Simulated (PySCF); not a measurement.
Si₂H₅ (doublet state).
Z-matrix (Å and degrees, GFN2-xTB geometry), rows numbered from 1:
```
Si
Si  1  2.2703
H   1  1.4648  2  120.85
H   1  1.4647  2  120.82  3  -135.86
H   2  1.4680  1  108.93  3  -170.73
H   2  1.4678  1  108.94  3   -53.14
H   2  1.4724  1  118.84  3    68.07
```

Identity: `[SiH2][SiH3]` [radical].

Method: UKS B3LYP, pcH-1 on H Si, non-relativistic, mean-field spin-orbit, GIAO in PySCF. Geometry: GFN2-xTB; no solvent, vibrations or thermal averaging. A GFN2-xTB geometry isn't a minimum of the functional, and hyperfine couplings can be far from their values at a DFT geometry, by a factor of two or more for some ions and for spin on atoms past the first row.

(1) The isotropic 29Si couplings are -307.2, -9.5 MHz. Assign them to Si1; Si2.

(2) The isotropic 1H couplings, averaged over equivalent nuclei, are +31.3, -10.7 MHz. Assign them to H3/H4; H5/H6/H7.

Results:

(1) 
```csv
site,a_iso (MHz),ρ(0) (bohr⁻³),position,distance from Si1 (Å),spin population,largest |T| (MHz)
Si1,-307.2,+0.3468,largest spin population,0.00,+1.00,178.9
Si2,-9.5,+0.0106,1 bond from Si1,2.27,0.00,4.7
```

(2) 
```json
{"site": "H3/H4", "a_iso (MHz)": "-10.7", "ρ(0) (bohr⁻³)": "-0.0024", "position": "1 bond from Si1", "distance from Si1 (Å)": "1.46", "bound to": "Si1", "spin population there": "+1.00", "largest |T| (MHz)": "10.8"}
{"site": "H5/H6/H7", "a_iso (MHz)": "+31.3", "ρ(0) (bohr⁻³)": "+0.0070", "position": "2 bonds from Si1", "distance from Si1 (Å)": "3.13", "bound to": "Si2", "spin population there": "0.00", "largest |T| (MHz)": "3.4"}
```

ρ(0) is the spin density at the nucleus and T the dipolar tensor; a_iso includes a spin–orbit part; entries for several nuclei are means. The largest Mulliken spin population is on Si1 (+1.00). The angles at Si1 add up to 347.1°, so it is slightly pyramidal.

Means are taken over nuclei equivalent by connectivity, which assumes that they swap fast. The three 1H nuclei of mean +31.3 MHz run from 2.4 to 88.8 MHz in the frozen geometry.
